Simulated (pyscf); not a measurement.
**Four-centre exchange: F–F + F–GeH(F)–F -> F–Ge(F)(F)–F + HF**

Gas phase, singlet surface, charge 0. Bonds broken: F1–F6, Ge2–H5. Bonds formed: F1–Ge2, H5–F6. Optimised with ωB97X-D3(BJ)/def2-SVP in PySCF.

Transition state (Å):

```xyz
7

F      1.3222    -1.2013     0.7002
Ge    -0.2024     0.4101     0.0683
F     -0.7232     1.9864    -0.3989
F     -0.6848    -0.6103    -1.2190
H      1.4503     0.6280     0.2879
F      2.5990    -0.0129     0.6483
F     -1.1087     0.0372     1.4725
```

One imaginary mode, 2284i cm⁻¹; descent along it reached the two sides named.

```csv
bond,change,reactant side (Å),saddle,product side
F1–F6,breaks,1.382,1.745,2.6
Ge2–H5,breaks,1.512,1.681,3.0
F1–Ge2,forms,3.0,2.307,1.715
H5–F6,forms,2.8,1.364,0.926
```

Electronic energies relative to the separated reactants (kcal/mol):

```json
[
 {"level": "ωB97X-D3(BJ)/def2-TZVP", "barrier": "66.1", "reaction energy": "-135.2", "reverse barrier": "201.3"},
 {"level": "B3LYP-D3(BJ)/def2-TZVP", "barrier": "53.0", "reaction energy": "-133.5", "reverse barrier": "186.5"},
 {"level": "PBE0-D3(BJ)/def2-TZVP", "barrier": "58.0", "reaction energy": "-135.5", "reverse barrier": "193.5"},
 {"level": "M06-2X/def2-TZVP", "barrier": "71.7", "reaction energy": "-144.7", "reverse barrier": "216.4"},
 {"level": "ωB97M-D3(BJ)/def2-TZVP", "barrier": "64.1", "reaction energy": "-135.9", "reverse barrier": "200.0"},
 {"level": "HF/def2-TZVP", "barrier": "112.7", "reaction energy": "-148.9", "reverse barrier": "261.7"}
]
```

With ωB97M-D3(BJ)/def2-TZVP energies and thermal terms (ideal gas, 1 atm, RRHO with modes under 100 cm⁻¹ raised to 100, one conformer, R ln 2 for chiral ones without a mode under 150 cm⁻¹), in kcal/mol:

```
T (K)   ΔH‡   ΔG‡      ΔH      ΔG
-----  ----  ----  ------  ------
298    62.0  70.5  -134.5  -133.1
600    62.8  78.7  -134.1  -131.9
900    63.5  86.4  -134.0  -130.9
1200   64.1  94.0  -134.0  -129.9
```

The same reactants have a lower exit, to F• + F• + F–GeH(F)–F (no saddle counted: cutting one bond costs +36.7 kcal/mol at ωB97M-D3(BJ)/def2-TZVP, against +64.1 kcal/mol here). This is the saddle that the search found; another between the same sides may lie lower. A restricted solution here is unstable towards spin polarisation, so biradical character is likely and single-reference numbers are less safe. Elements up to Kr have no core potential and no relativistic terms here.
